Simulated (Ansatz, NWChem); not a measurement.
**CH4S (methanethiol): from total energies to a heat of formation**

The species is CH4S (6 atoms), meant as a singlet with charge 0. SMILES: `CS`. The shape is that of a PBE0-D4/def2-TZVP optimisation.

Total energies at HF/cc-pVTZ (NWChem 7.3.0); the atoms run unrestricted:

```tsv
species	state	energy (Eh)
CH4S	singlet	-437.756403
C	triplet	-37.691569
S	triplet	-397.509269
H	doublet	-0.499810
```

Harmonic wavenumbers at PBE0-D4/def2-TZVP, in cm⁻¹: 244, 731, 804, 972, 1099, 1353, 1466, 1481, 2714, 3068, 3158, 3161.

Measured heats of formation of the gaseous atoms at 298.15 K, in kJ/mol: C 716.9, S 277.0, H 218.0. Spin-orbit lowering of the atoms at 298 K (mean of the ground term's levels less their thermal mean, from spectra), in kJ/mol: C 0.02, S 1.88. Take 1 Eh = 2625.50 kJ/mol, 1 cm⁻¹ = 0.0119627 kJ/mol, RT = 2.479 kJ/mol.

Work out the heat of formation of the gas at 298 K.


1. Electronic atomisation energy: (-37.691569) + (-397.509269) + 4 × (-0.499810) − (-437.756403) = 0.556325 Eh = 1460.6 kJ/mol.
2. Zero-point energy: half the sum of the wavenumbers, 10125.5 cm⁻¹ = 121.1 kJ/mol.
3. Thermal vibrational enthalpy, Σ hcν̃/(exp(hcν̃/kT) − 1): 2.0 kJ/mol. Translation, rotation and pV of a non-linear molecule: 4 RT = 9.9 kJ/mol.
4. The 6 free atoms carry 5/2 RT each: 37.2 kJ/mol.
5. Spin-orbit coupling lowers the free atoms by 0.02 + 1.88 = 1.9 kJ/mol.
6. Atomisation enthalpy at 298 K: 1460.6 − 1.9 − 121.1 − 2.0 − 9.9 + 37.2 = 1362.9 kJ/mol.
7. Sum of the atoms' heats of formation: 1865.9 kJ/mol. Heat of formation: 1865.9 − 1362.9 = +503.0 kJ/mol.

The tabulated value is -22.9 kJ/mol (CRC Handbook of Chemistry and Physics), so this level is off by +525.9 kJ/mol, or 27.8 % of the atomisation enthalpy that the table implies (1888.8 kJ/mol). Hartree–Fock leaves out correlation, which is larger in the molecule than in the atoms, so it underbinds and puts the heat of formation too high. Anharmonicity and any spin-orbit splitting of the molecule are left out.
